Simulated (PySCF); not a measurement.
HCHO (formaldehyde), optimised at PBE/def2-SVP:

```xyz
4

C      0.1972    -0.0468    -0.2205
O     -0.0762     0.5543    -1.2322
H     -0.1413    -1.1104    -0.0299
H      0.8128     0.4078     0.6142
```

Method: PySCF energies (xtb for GFN2) plus ideal-gas RRHO corrections (1 bar). 6-31G* has spherical d functions here. All species are closed-shell singlets. B3LYP is the form with VWN-RPA correlation.

Problem. List the harmonic frequencies (cm⁻¹, unscaled) at this level and at the other levels, each on its own geometry.

Solution. 
- PBE/def2-SVP: 1146, 1223, 1483, 1814, 2777, 2821
- B3LYP/6-31G*: 1197, 1278, 1562, 1852, 2917, 2968
- GFN2-xTB: 1085, 1203, 1489, 1806, 2792, 2838
- HF/6-31G*: 1334, 1382, 1680, 2030, 3158, 3231
- PBE0/def2-TZVP: 1206, 1267, 1532, 1853, 2901, 2961
